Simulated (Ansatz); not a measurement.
A nudged elastic band was laid between two geometries of BH₇Si (9 atoms, charge 0, multiplicity 1).

The calculation used RKS B3LYP-D4/def2-TZVP (Ansatz 0.2.0).

```
movable images  : 7
climbing image  : yes
spring          : 5.0 eV/Å²
optimiser       : quadratic models (default)
start path      : through a guess of the saddle point
force threshold : 0.05 eV/Å
iteration limit : 60
end points      : relaxed
```

Initial state:

```xyz
9
Properties=species:S:1:pos:R:3
B -0.094 -0.062 0.308
H 0.561 0.731 0.913
H 0.588 -0.698 -0.470
H -1.140 0.247 -0.176
Si 0.190 -2.200 0.828
H -0.381 -2.875 -0.349
H 1.654 -2.287 0.950
H -0.398 -2.834 2.037
H -0.505 -0.813 1.289
```

Final state:

```xyz
9
Properties=species:S:1:pos:R:3
B -0.112 -0.370 0.181
H 0.147 0.651 0.999
H 0.691 -0.070 -0.646
H -1.269 -0.121 0.036
Si 0.139 -2.304 0.757
H -0.297 -3.129 -0.394
H 1.551 -2.648 1.065
H -0.679 -2.683 1.937
H 0.306 -0.114 1.395
```

(1) What changes between the two ends?

(2) What energy profile does the band end with?

(3) What is the geometry of the highest image?

(4) What are the harmonic wavenumbers there?

Answers

(1) Bonds broken: Si5–H9.

(2) The run converged. The highest image is number 5 of 0 to 8, 0.45 eV above the first end and 0.02 eV above the last; the last end lies 0.42 eV above the first. A vibrational analysis at the climbing image gives one clearly imaginary mode, 706i cm⁻¹: a first-order saddle point. The orbitals stay closed-shell, which can raise the energy where a bond breaks towards radicals; this wasn't checked here.

```
image  path coordinate (Å)  energy (eV)  Si5–H9 (Å)
    0                 0.00         0.00        1.62
    1                 0.40         0.01        1.61
    2                 0.80         0.04        1.60
    3                 1.20         0.06        1.59
    4                 1.60         0.21        1.73
    5                 2.00         0.45        2.06
    6                 2.09         0.44        2.14
    7                 2.19         0.43        2.22
    8                 2.28         0.42        2.29
```

(3) 
```xyz
9
Properties=species:S:1:pos:R:3
B -0.119 -0.288 0.220
H 0.146 0.649 1.031
H 0.675 -0.103 -0.647
H -1.300 -0.184 0.107
Si 0.151 -2.258 0.746
H -0.285 -3.007 -0.453
H 1.561 -2.607 1.040
H -0.680 -2.680 1.900
H 0.326 -0.312 1.386
```

(4) 706i, 196, 336, 486, 568, 655, 703, 921, 959, 962, 1032, 1110, 1143, 1157, 2221, 2225, 2238, 2283, 2392, 2586, 2676 cm⁻¹.

Run time: 71 s on 4 threads of Intel(R) Xeon(R) Platinum 8488C (Sapphire Rapids), with other jobs on the host, peak memory 0.2 GiB.
